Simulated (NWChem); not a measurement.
Everything below was run with NWChem. System: CH3NO, charge -1, spin multiplicity 2, at the geometry of a parent with another charge or spin, in a state set for the comparison that need not be this species' ground state. Its SCF solution wasn't tested for a lower state.

Job file:

```
start mol
memory heap 200 mb stack 900 mb global 1100 mb
charge -1
geometry units angstroms nocenter noautoz
  N     -0.198201    -1.083540     0.000000
  C     -0.313127     0.277453     0.000000
  O      0.618582     1.064250     0.000000
  H      0.732627    -1.505383     0.000000
  H     -1.018394    -1.688816     0.000000
  H     -1.396730     0.600256     0.000000
  symmetry group Cs
end
basis spherical
  * library def2-svpd
end
dft
  xc xtpss03 ctpss03
  odft
  mult 2
  semidirect memsize 60000000 filesize 0
  iterations 100
  grid fine
end
task dft energy
```

The output up to the point where the run's verdict is printed (cleaned and shortened):

```
             Northwest Computational Chemistry Package (NWChem) 7.3.0
             --------------------------------------------------------

                                NWChem Input Module
                                -------------------

 Scaling coordinates for geometry "geometry" by  1.889725989
 (inverse scale =  0.529177249)

 Turning off AUTOSYM since
 SYMMETRY directive was detected!

                             Geometry "geometry" -> ""
                             -------------------------

 Output coordinates in angstroms (scale by  1.889725989 to convert to a.u.)

  No.       Tag          Charge          X              Y              Z
 ---- ---------------- ---------- -------------- -------------- --------------
    1 N                    7.0000    -0.19820100    -1.08354000     0.00000000
    2 C                    6.0000    -0.31312700     0.27745300     0.00000000
    3 O                    8.0000     0.61858200     1.06425000     0.00000000
    4 H                    1.0000     0.73262700    -1.50538300     0.00000000
    5 H                    1.0000    -1.01839400    -1.68881600     0.00000000
    6 H                    1.0000    -1.39673000     0.60025600     0.00000000

 Effective nuclear repulsion energy (a.u.)      70.6327980625

            Nuclear Dipole moment (a.u.)
            ----------------------------
        X                 Y               Z
 ---------------- ---------------- ----------------
    -0.0000188973    -0.0000094486     0.0000000000

      Symmetry information
      --------------------

 Group name             Cs
 Group number              2
 Group order               2
 No. of unique centers     6

      Symmetry unique atoms

     1    2    3    4    5    6


 Summary of "ao basis" -> "" (spherical)
 ------------------------------------------------------------------------------
       Tag                 Description            Shells   Functions and Types
 ---------------- ------------------------------  ------  ---------------------
 *                         def2-svpd                  on all atoms

                                 NWChem DFT Module
[...]
 Requested integration accuracy:   0.10E-06
 d= 0,ls=0.5,diis    85   -169.7394839473  5.27D-09  2.18D-04  6.72D-08    70.4
                                                     9.92D-07  5.45D-08
 Grid integrated density:      24.999994448877
 Requested integration accuracy:   0.10E-06
 d= 0,ls=0.5,diis    86   -169.7394839566 -9.35D-09  1.79D-04  6.43D-08    71.5
                                                     6.07D-07  5.24D-08
 Grid integrated density:      24.999994449286
 Requested integration accuracy:   0.10E-06
 d= 0,ls=0.5,diis    87   -169.7394839708 -1.42D-08  1.48D-04  5.40D-08    72.6
                                                     9.24D-07  4.33D-08
 Grid integrated density:      24.999994449644
 Requested integration accuracy:   0.10E-06
 d= 0,ls=0.5,diis    88   -169.7394839853 -1.45D-08  1.64D-04  4.33D-08    73.8
                                                     5.31D-07  3.46D-08
 Grid integrated density:      24.999994450027
 Requested integration accuracy:   0.10E-06
 d= 0,ls=0.5,diis    89   -169.7394839932 -7.94D-09  1.09D-04  3.99D-08    75.1
                                                     8.02D-07  3.19D-08
 Grid integrated density:      24.999994450310
 Requested integration accuracy:   0.10E-06
 d= 0,ls=0.5,diis    90   -169.7394840071 -1.39D-08  1.09D-04  2.82D-08    76.3
                                                     4.92D-07  2.19D-08
 Grid integrated density:      24.999994450581
 Requested integration accuracy:   0.10E-06
 d= 0,ls=0.5,diis    91   -169.7394840165 -9.39D-09  1.09D-04  2.17D-08    77.5
                                                     2.69D-07  1.66D-08
 Grid integrated density:      24.999994450841
 Requested integration accuracy:   0.10E-06
 d= 0,ls=0.5,diis    92   -169.7394840237 -7.20D-09  9.79D-05  1.72D-08    78.7
                                                     3.66D-07  1.29D-08
 Grid integrated density:      24.999994451065
 Requested integration accuracy:   0.10E-06
 d= 0,ls=0.5,diis    93   -169.7394840299 -6.24D-09  8.92D-05  1.34D-08    79.9
                                                     1.91D-07  9.91D-09
 Grid integrated density:      24.999994451261
 Requested integration accuracy:   0.10E-06
 d= 0,ls=0.5,diis    94   -169.7394840351 -5.14D-09  9.22D-05  1.05D-08    81.2
                                                     1.22D-07  7.62D-09
 Grid integrated density:      24.999994451465
 Requested integration accuracy:   0.10E-06
 d= 0,ls=0.5,diis    95   -169.7394840393 -4.27D-09  9.07D-05  8.26D-09    82.4
                                                     6.78D-08  5.87D-09
 Grid integrated density:      24.999994451657
 Requested integration accuracy:   0.10E-06
 d= 0,ls=0.5,diis    96   -169.7394840428 -3.45D-09  7.53D-05  6.74D-09    83.7
                                                     2.48D-07  4.73D-09
 Grid integrated density:      24.999994451820
 Requested integration accuracy:   0.10E-06
 d= 0,ls=0.5,diis    97   -169.7394840463 -3.54D-09  7.67D-05  4.73D-09    84.9
                                                     8.61D-08  3.11D-09
 Grid integrated density:      24.999994451977
 Requested integration accuracy:   0.10E-06
 d= 0,ls=0.5,diis    98   -169.7394840490 -2.66D-09  7.33D-05  3.60D-09    86.1
                                                     1.07D-07  2.23D-09
 Grid integrated density:      24.999994452113
 Requested integration accuracy:   0.10E-06
 d= 0,ls=0.5,diis    99   -169.7394840512 -2.25D-09  7.18D-05  2.73D-09    87.2
                                                     5.89D-08  1.56D-09
 Grid integrated density:      24.999994452248
 Requested integration accuracy:   0.10E-06
 d= 0,ls=0.5,diis   100   -169.7394840532 -1.92D-09  7.46D-05  2.09D-09    88.2
                                                     2.20D-07  1.07D-09
 Grid integrated density:      24.999994452382
 Requested integration accuracy:   0.10E-06
```

Convergence was not reached. The next line reads: Calculation failed to converge. NWChem stopped with the message: dft energy failed.
